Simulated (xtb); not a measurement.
1-chloropropane (C3H7Cl), SMILES CCCCl. All values are semi-empirical tight-binding results from xtb (GFN2-xTB unless named), good for trends rather than for accurate numbers. Coordinates come from a GFN2-xTB optimisation. Other conformers were not sampled.

Optimised geometry:

Bond lengths (Å): C1–C2 1.523, C1–H5 1.088, C1–H6 1.087, C1–H7 1.087, C2–C3 1.520, C2–H8 1.092, C2–H9 1.093, C3–Cl4 1.787, C3–H10 1.090, C3–H11 1.090. Angles (°): C2–C1–H5 110.5, C2–C1–H6 110.4, C2–C1–H7 110.3, H5–C1–H6 108.5, H5–C1–H7 108.5, H6–C1–H7 108.5, C1–C2–C3 112.3, C1–C2–H8 109.7, C1–C2–H9 109.8, C3–C2–H8 109.3, C3–C2–H9 107.7, H8–C2–H9 108.0, C2–C3–Cl4 111.1, C2–C3–H10 111.3, C2–C3–H11 111.4, Cl4–C3–H10 106.6, Cl4–C3–H11 106.4, H10–C3–H11 109.8.
Charge 0, spin multiplicity 1.

Computed properties:
| Quantity | Result |
|---|---|
| orbital gap | 6.93 eV |
| dipole moment | 2.22 D |
| zero-point energy | 58.6 kcal/mol |
| G − E(el) at 298.15 K (modified RRHO) | 40.7 kcal/mol |
| static polarisability (D4 model) | 52.2 bohr³ |
| solvation energy, GFN2-xTB/ALPB(water) | -1.8 kcal/mol |
| solvation energy, GFN2-xTB/ALPB(ether) | -4.4 kcal/mol |

Q: Give the atomic charges and the Wiberg bond orders between heavy atoms. (Estimate from the structure and the level; the computed values follow.)

A: charges (e) C1 -0.11, C2 -0.06, C3 0.03, Cl4 -0.22, H5 0.04, H6 0.04, H7 0.05, H8 0.05, H9 0.04, H10 0.06, H11 0.06. Bond orders C1–C2 1.02, C2–C3 1.02, C3–Cl4 0.94.
